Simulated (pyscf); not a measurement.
`[SiH2]=[S]` + `[H][H]` -> `[SiH3][SH]` (addition across a multiple bond or ene-type step; singlet surface; H–H broken, H–S, H–Si formed). Structures and frequencies: ωB97X-D3(BJ)/def2-SVP in PySCF. Energies in kcal/mol from the separated reactants.

| level | barrier | reaction energy |
|---|---|---|
| ωB97X-D3(BJ)/def2-TZVP | 21.2 | -34.7 |
| PBE/def2-TZVP | 17.0 | -30.0 |
| r²SCAN/def2-TZVP | 17.7 | -31.5 |
| B3LYP-D3(BJ)/def2-TZVP | [?] | -30.7 |
| PBE0-D3(BJ)/def2-TZVP | 16.8 | -34.0 |
| M06-2X/def2-TZVP | [?] | [?] |

**Question.** Fill in the missing entries.

**Answer.** 
- B3LYP-D3(BJ)/def2-TZVP, barrier: 22.1
- M06-2X/def2-TZVP, barrier: 22.2
- M06-2X/def2-TZVP, reaction energy: -31.3

The functionals in the table span 5.5 kcal/mol in this barrier, from PBE0-D3(BJ) to M06-2X. At the saddle there is also a short H–Si contact that neither side keeps. This is the saddle that the search found; another between the same sides may lie lower.
